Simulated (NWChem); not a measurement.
# One shape, several levels: singlet [SiN2H5]−

We compute a comparison of 5 runs (HF/def2-SVPD, B3LYP/def2-SVPD, PBE0/def2-SVPD, MP2/def2-SVPD, CCSD(T)/def2-SVPD) of singlet [SiN2H5]−. 

Program for the calculation: NWChem 7.3.0.

1 further run of the same task is left out (set aside as unsound or not needed).

### Step 1. The molecule

The species is [SiN2H5]− (8 atoms), meant as a singlet with charge -1. As SMILES of the parent species, `N[SiH]N`. Geometry: relaxed at PBE0-D4/def2-TZVP. This is one conformer, not always the lowest. That shape belongs to the parent species and isn't relaxed for this state.

Bond lengths: N1–Si2 1.713 Å, Si2–N3 1.720 Å, N1–H4 1.008 Å, N1–H5 1.005 Å, Si2–H6 1.504 Å, N3–H7 1.008 Å, N3–H8 1.008 Å. Angles: N1–Si2–N3 106.1°, N1–Si2–H6 117.2°, N3–Si2–H6 103.6°, Si2–N1–H4 122.2°, Si2–N1–H5 121.8°, Si2–N3–H7 120.2°, Si2–N3–H8 119.6°, H4–N1–H5 112.8°, H7–N3–H8 111.5°.

### Step 2. A single-point energy at HF/def2-SVPD (run 1)

The input, run.py:

```python
from ase import Atoms
from ase.calculators.nwchem import NWChem

mol = Atoms('NSiNHHHHH', positions=[
    [-1.027000, 0.622100, -0.768300],
    [0.527700, 0.579900, -0.050700],
    [0.789500, -1.052600, 0.425100],
    [-1.817900, 0.144500, -0.364600],
    [-1.296600, 1.349400, -1.406800],
    [0.716400, 1.354100, 1.225100],
    [0.730800, -1.794000, -0.255200],
    [1.468900, -1.260500, 1.139500],
])

calc = NWChem(
    label='mol',
    theory='scf',
    memory='2200 mb',
    basis='def2-SVPD',
    basispar='spherical bse',
    charge=-1,
    scf={'nopen': '0', 'rhf': None, 'thresh': '1e-08', 'maxiter': '80'},
    task='energy',
)
mol.calc = calc

e = mol.get_potential_energy()
print(f"E = {e:.6f} eV")
print("dipole (e A):", mol.get_dipole_moment().round(4))
```

On the command line:

```bash
$ export ASE_NWCHEM_COMMAND="nwchem PREFIX.nwi > PREFIX.nwo"
$ python run.py
```

The log of the run:

```text
E = -10899.307686 eV
dipole (e A): [-0.8506 -0.9212  0.3384]
```

The calculator wrote mol.nwi:

```
title "mol"

permanent_dir mol

scratch_dir mol

start mol

geometry units angstrom nocenter noautosym noautoz
  N  -1.0269999999999999e+00 6.2209999999999999e-01 -7.6829999999999998e-01
  Si 5.2769999999999995e-01 5.7989999999999997e-01 -5.0700000000000002e-02
  N  7.8949999999999998e-01 -1.0526000000000000e+00 4.2509999999999998e-01
  H  -1.8179000000000001e+00 1.4449999999999999e-01 -3.6459999999999998e-01
  H  -1.2966000000000000e+00 1.3493999999999999e+00 -1.4068000000000001e+00
  H  7.1640000000000004e-01 1.3541000000000001e+00 1.2251000000000001e+00
  H  7.3080000000000001e-01 -1.7940000000000000e+00 -2.5519999999999998e-01
  H  1.4689000000000001e+00 -1.2605000000000000e+00 1.1395000000000000e+00
end

charge -1

memory 2200 mb

basis spherical bse noprint
   * library def2-SVPD
end

scf
  nopen 0
  rhf
  thresh 1e-08
  maxiter 80
end

task scf energy
```

mol.nwo, shortened:

```text
[...]
      One-electron energy =   -780.265093847672
[... 1 line left out ...]
 Nuclear repulsion energy =    111.028718949877
[... 35 lines left out ...]
                       ROHF Final Molecular Orbital Analysis
[... 201 lines left out ...]
 center of mass
[...]
```

Wall time 16 s (1 thread of Intel Xeon 6975P-C (Granite Rapids), shared host); peak memory 0.097 GiB.

### Step 3. The energy at B3LYP/def2-SVPD (run 2)

The input, run.nw:

```
start run
title "H5N2Si B3LYP"
memory 2200 mb
charge -1

geometry noautosym nocenter noautoz
 N     -1.027000     0.622100    -0.768300
 Si     0.527700     0.579900    -0.050700
 N      0.789500    -1.052600     0.425100
 H     -1.817900     0.144500    -0.364600
 H     -1.296600     1.349400    -1.406800
 H      0.716400     1.354100     1.225100
 H      0.730800    -1.794000    -0.255200
 H      1.468900    -1.260500     1.139500
end

basis "ao basis" spherical bse
 * library def2-SVPD
end

dft
 xc b3lyp
 grid fine
 convergence energy 1e-08
 maxiter 100
 mulliken
end

task dft energy
```

On the command line:

```bash
$ nwchem run.nw > run.out
```

The log of the run:

```text
[...]
          Wavefunction type:  closed shell.
          No. of atoms     :     8
          No. of electrons :    34
[...]
          Charge           :    -1
          Spin multiplicity:     1
[...]
          AO basis - number of functions:   104
[...]
              XC Information
              --------------
                         B3LYP Method XC Potential
                     Hartree-Fock (Exact) Exchange  0.200
                        Slater Exchange Functional  0.800 local
                    Becke 1988 Exchange Functional  0.720 non-local
              Lee-Yang-Parr Correlation Functional  0.810
                  VWN I RPA Correlation Functional  0.190 local
[...]
 d= 0,ls=0.0,diis     1   -401.7635634922 -5.13D+02  1.00D-01  7.28D-01     1.6
[...]
 d= 0,ls=0.0,diis    10   -401.8616703534 -9.55D-10  6.18D-06  1.35D-09    13.7
         Total DFT energy =     -401.861670353389
      One electron energy =     -780.411581974348
           Coulomb energy =      304.379411826718
    Exchange-Corr. energy =      -36.858219155636
 Nuclear repulsion energy =      111.028718949877
[...]
      Total Density - Mulliken Population Analysis
     ---------------------------------------------
    Atom       Charge   Shell Charges
 -----------   ------   -------------------------------------------------------
    1 N    7     6.98   1.99  1.02  0.30  0.03  2.48  1.20  0.01 -0.05
    2 Si  14    14.56   2.00  1.98  1.12 -0.52  1.07  5.92  1.24  1.16  0.30  0.28
    3 N    7     6.91   1.99  1.00  0.32 -0.06  2.49  1.19  0.01 -0.04
    4 H    1     1.11   0.76  0.18  0.05  0.13
    5 H    1     1.07   0.76  0.19  0.05  0.07
    6 H    1     1.09   0.78  0.11  0.01  0.20
    7 H    1     1.10   0.76  0.21  0.05  0.07
    8 H    1     1.18   0.76  0.29  0.05  0.08
[...]
```

Run time: 14 s. Hardware: 1 thread of Intel Xeon 6975P-C (Granite Rapids), shared host; peak memory 0.11 GiB.

### Step 4. A single-point energy at PBE0/def2-SVPD (run 3)

The input, h5n2si.nw:

```
start h5n2si
title "H5N2Si PBE0"
memory 2200 mb
charge -1

geometry units angstrom noautosym nocenter noautoz
  N    -1.027000    0.622100   -0.768300
  Si    0.527700    0.579900   -0.050700
  N     0.789500   -1.052600    0.425100
  H    -1.817900    0.144500   -0.364600
  H    -1.296600    1.349400   -1.406800
  H     0.716400    1.354100    1.225100
  H     0.730800   -1.794000   -0.255200
  H     1.468900   -1.260500    1.139500
end

basis spherical bse
  * library def2-SVPD
end

dft
  xc pbe0
  grid fine
  convergence energy 1e-08
  maxiter 100
  mulliken
end

task dft energy
```

On the command line:

```bash
$ nwchem h5n2si.nw > h5n2si.out
```

The log of the run:

```text
[...]
          Wavefunction type:  closed shell.
          No. of atoms     :     8
          No. of electrons :    34
[...]
          Charge           :    -1
          Spin multiplicity:     1
[...]
          AO basis - number of functions:   104
[...]
              XC Information
              --------------
                         PBE0 Method XC Functional
                     Hartree-Fock (Exact) Exchange  0.250
          PerdewBurkeErnzerhof Exchange Functional  0.750
            Perdew 1991 LDA Correlation Functional  1.000 local
           PerdewBurkeErnz. Correlation Functional  1.000 non-local
[...]
 d= 0,ls=0.0,diis     1   -401.4905456293 -5.13D+02  9.93D-02  6.62D-01     1.6
[...]
 d= 0,ls=0.0,diis    10   -401.5831014184 -1.25D-09  8.55D-06  3.99D-10    13.7
         Total DFT energy =     -401.583101418406
      One electron energy =     -780.474232440582
           Coulomb energy =      304.437045989391
    Exchange-Corr. energy =      -36.574633917092
 Nuclear repulsion energy =      111.028718949877
[...]
      Total Density - Mulliken Population Analysis
     ---------------------------------------------
    Atom       Charge   Shell Charges
 -----------   ------   -------------------------------------------------------
    1 N    7     7.12   1.99  1.01  0.35  0.05  2.45  1.31  0.01 -0.04
    2 Si  14    14.48   2.00  1.98  1.07 -0.45  1.01  5.92  1.23  1.15  0.30  0.28
    3 N    7     7.05   1.99  0.99  0.37 -0.04  2.47  1.30  0.01 -0.03
    4 H    1     1.05   0.75  0.13  0.05  0.12
    5 H    1     1.02   0.75  0.15  0.05  0.07
    6 H    1     1.13   0.76  0.18  0.01  0.19
    7 H    1     1.04   0.75  0.17  0.05  0.07
    8 H    1     1.11   0.75  0.23  0.05  0.07
[...]
```

It took 14 s on 1 thread of Intel Xeon 6975P-C (Granite Rapids), shared host; peak memory 0.12 GiB.

Run 4 isn't shown in full; the table further down has it.

### Step 5. The energy at CCSD(T)/def2-SVPD (run 5)

The input, calc.nw:

```
START calc
memory total 2200 mb
charge -1

GEOMETRY units angstroms noautosym nocenter noautoz
  N     -1.027000     0.622100    -0.768300
  Si     0.527700     0.579900    -0.050700
  N      0.789500    -1.052600     0.425100
  H     -1.817900     0.144500    -0.364600
  H     -1.296600     1.349400    -1.406800
  H      0.716400     1.354100     1.225100
  H      0.730800    -1.794000    -0.255200
  H      1.468900    -1.260500     1.139500
END

BASIS spherical bse
  N library def2-SVPD
  Si library def2-SVPD
  H library def2-SVPD
END

SCF
  thresh 1e-08
  maxiter 80
  print medium
END

CCSD
  freeze core 7
  maxiter 60
END

TASK ccsd(t) energy
```

On the command line:

```bash
$ nwchem calc.nw > calc.out
```

The log of the run:

```text
[...]
  functions       =   104
[...]
  wavefunction    = RHF
[...]
         Total SCF energy =   -400.542172920830
      One-electron energy =   -780.265093854322
      Two-electron energy =    268.694201983616
 Nuclear repulsion energy =    111.028718949877
        Time for solution =     14.1s
[...]
 Total MP2 energy:           -401.029904050807090
[...]
             energy      energy      error      ampl     ampl      Block
                                                time     time      time
[...]
 Total CCSD energy:           -401.064453288479172
[...]
 Total CCSD+T(CCSD) energy:           -401.082840397103439
[...]
 Total CCSD(T) energy:                -401.082050536561098
[...]
```

It took 2.6 min on 1 thread of Intel Xeon 6975P-C (Granite Rapids), shared host; peak memory 0.31 GiB.

### Step 6. The series

```
run              level  iteration cap   module  energy (Eh)  HOMO energy (eV)  LUMO energy (eV)  HOMO–LUMO gap (eV)  wall time
  1       HF/def2-SVPD             80      scf  -400.542173              0.31              6.94                6.62       16 s
  2    B3LYP/def2-SVPD            100      dft  -401.861670              2.11              4.54                2.43       14 s
  3     PBE0/def2-SVPD            100      dft  -401.583101              2.03              4.83                2.80       14 s
  4      MP2/def2-SVPD             80      mp2  -401.029904              0.31              6.94                6.62       17 s
  5  CCSD(T)/def2-SVPD             80  ccsd(t)  -401.082051              0.31              6.94                6.62    2.6 min
```

### Step 7. Outcome

| quantity | value |
| --- | --- |
| run 5: total energy | -401.08205 Eh |
| run 5: HOMO energy (Hartree–Fock orbitals) | 0.31 eV |
| run 5: LUMO energy (Hartree–Fock orbitals) | 6.94 eV |
| run 5: HOMO–LUMO gap (to an unbound level, set by the basis) | 6.62 eV |
| run 5: correlation energy (7 core orbitals frozen) | -539.9 mEh |
| run 5: (T) correction | -17.60 mEh |

Below the HF energy at the same shape and in the same basis (def2-SVPD): MP2 -487.7 mEh; CCSD(T) -539.9 mEh. Over runs 1, 2, 3 the HOMO–LUMO gap runs from 2.43 eV (B3LYP/def2-SVPD) to 6.62 eV (HF/def2-SVPD). Exact exchange widens orbital gaps. The empty levels of an anion lie above zero and hang on the basis. Totals of different functionals can't be ranked against each other. In runs 1, 2, 3, 4, 5 the HOMO lies above zero, so the outermost electron may be held by the basis alone. All runs together took 3.6 min, the longest 2.6 min.
